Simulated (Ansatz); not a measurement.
C3H6ClN, SMILES `CC(=N)CCl`, relaxed with RKS PBE0-D4/def2-TZVP in the Gaussian-basis code of Ansatz from a PBE-D4/def2-SVP geometry. The force threshold is 0.005 eV/Å; the program also tests the step.

Total charge 0; spin multiplicity 1.

Start:

```xyz
11

C    -0.966   -0.449   -0.698
C     0.154    0.408   -0.162
N     0.503    1.570   -0.582
C     0.981   -0.166    0.972
Cl   -0.039   -0.719    2.361
H    -1.466    0.035   -1.560
H    -1.715   -0.637    0.099
H    -0.588   -1.445   -1.012
H    -0.094    1.846   -1.384
H     1.677    0.609    1.337
H     1.553   -1.053    0.630
```

| step | energy (eV) | largest force (eV/Å) | largest move (Å) |
| --- | --- | --- | --- |
| 1 | -17213.7653 | 0.865 | 0.000 |
| 2 | -17213.8151 | 0.287 | 0.025 |
| 3 | -17213.8196 | 0.116 | 0.018 |
| 4 | -17213.8209 | 0.045 | 0.015 |
| 5 | -17213.8211 | 0.026 | 0.005 |
| 6 | -17213.8212 | 0.010 | 0.005 |
| 7 | -17213.8212 | 0.027 | 0.017 |
| 8 | -17213.8213 | 0.005 | 0.006 |

End:

```xyz
11

C    -0.953   -0.451   -0.699
C     0.148    0.404   -0.154
N     0.476    1.557   -0.562
C     0.977   -0.169    0.961
Cl   -0.023   -0.655    2.359
H    -1.433    0.027   -1.554
H    -1.704   -0.642    0.071
H    -0.564   -1.426   -1.009
H    -0.113    1.845   -1.344
H     1.689    0.577    1.302
H     1.501   -1.067    0.630
```

It took 29 s on 4 threads of an Arm Neoverse V1 on a shared host, with 0.48 GiB of host memory at the peak.
